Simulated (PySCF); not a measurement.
2,3-dimethyl-2-butene, C6H12.
Atom-mapped SMILES: `[CH3:1][C:2]([CH3:3])=[C:4]([CH3:5])[CH3:6]` (hydrogens: H7, H8, H9 on C1; H10, H11, H12 on C3; H13, H14, H15 on C5; H16, H17, H18 on C6)

Level: CAM-B3LYP/def2-SVPD in PySCF, non-relativistic, on one gas-phase PBE0-D3(BJ)/def2-SVP geometry that isn't relaxed in the solvent. The solvent is an IEF-PCM continuum (van der Waals radii × 1.2). The model holds no explicit solvent molecules, cavitation or dispersion.

Gas phase at CAM-B3LYP/def2-SVPD: HOMO -7.53 eV, LUMO 1.28 eV, dipole 0.04 D.

Problem. What does the continuum do to the energy, the frontier levels and the dipole at CAM-B3LYP/def2-SVPD in benzene and chloroform?

Solution. 
```
   solvent      ε  E(solvent) − E(gas) (kcal/mol)  polarisation term (kcal/mol)  distortion of the solute (kcal/mol)  HOMO (eV)  LUMO (eV)  dipole (D)
   benzene  2.271                           -0.57                         -0.58                                 0.01      -7.49       1.35        0.04
chloroform  4.711                           -0.92                         -0.97                                 0.05      -7.49       1.37        0.05
```

The first energy column is the sum of the next two and covers electrostatics alone. From benzene to chloroform the lowering changes by a factor 1.63, Onsager's factor (ε − 1)/(2ε + 1) by 1.55 and ε itself by 2.1. Charge and dipole vanish, so a point-dipole model would give no lowering at all.

Problem. How does the static polarisability (CAM-B3LYP/def2-SVPD, frozen core, with the continuum's full static response) change?

Solution. 
| medium | isotropic (au) | principal values (au) | ⟨r²⟩ of the electrons (bohr²) |
| --- | --- | --- | --- |
| gas | 76.5 | 59.0, 76.2, 94.3 | 718.8 |
| benzene | 87.4 | 67.4, 86.3, 108.7 | 718.6 |
| chloroform | 94.9 | 74.3, 92.7, 117.8 | 718.4 |

The isotropic value in chloroform is 1.24 times the gas-phase one; no cavity-field correction is applied. ⟨r²⟩ is taken about the centre of nuclear charge.

The run took 23 s wall on Intel Xeon 6975P-C, one thread, no GPU, shared host with 192 logical CPUs at a one-minute load of 96, and the process peaked at 1.1 GiB of memory. This is the whole response run at CAM-B3LYP/def2-SVPD in chloroform, SCF included.
